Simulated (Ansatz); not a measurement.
# CH3NSi: the cost of one run

Computed with Ansatz 0.2.0 (CCSD(T) on Hartree-Fock, Gaussian basis cc-pV(T+d)Z, unless a step's input says otherwise).

**1. The starting structure**

Bond lengths: Si1–C2 1.850 Å, C2–N3 1.170 Å, Si1–H4 1.470 Å, Si1–H5 1.470 Å, Si1–H6 1.470 Å. Angles: Si1–C2–N3 180.0°, C2–Si1–H4 107.5°, C2–Si1–H5 107.5°, C2–Si1–H6 107.5°, H4–Si1–H5 111.4°, H4–Si1–H6 111.4°, H5–Si1–H6 111.4°.

Structure file:

```xyz
6

Si    0.0000    0.0000    0.0000
C     0.0000    0.0000    1.8500
N     0.0000    0.0000    3.0200
H     1.4020    0.0000   -0.4420
H    -0.7010    1.2141   -0.4420
H    -0.7010   -1.2141   -0.4420
```

**2. Relaxing the atoms: CH3NSi**

input.yaml reads:

```yaml
relax:
  f_tol: 0.001
  max_steps: 200
crystal:
  periodic: [false, false, false]
  atoms:
    - { symbol: Si, position_ang: [0.0, 0.0, 0.0] }
    - { symbol: C, position_ang: [0.0, 0.0, 1.85] }
    - { symbol: "N", position_ang: [0.0, 0.0, 3.02] }
    - { symbol: H, position_ang: [1.401964, 0.0, -0.442038] }
    - { symbol: H, position_ang: [-0.700982, 1.214136, -0.442038] }
    - { symbol: H, position_ang: [-0.700982, -1.214136, -0.442038] }
basis:
  gaussian: { orbitals: "cc-pV(T+d)Z.json" }
hamiltonian:
  xc: hf
correlation:
  method: ccsd_t
```

Run with:

```bash
> ansatz run input.yaml --threads 8 --pin off --max-ram 10240MiB --backend cpu --events-out ev --progress --plain --runs-dir out
```

Q: Estimate wall time and peak memory on 8 threads of Arm Neoverse N1, shared host.

About 1.9 min, with a peak of 1.8 GiB.
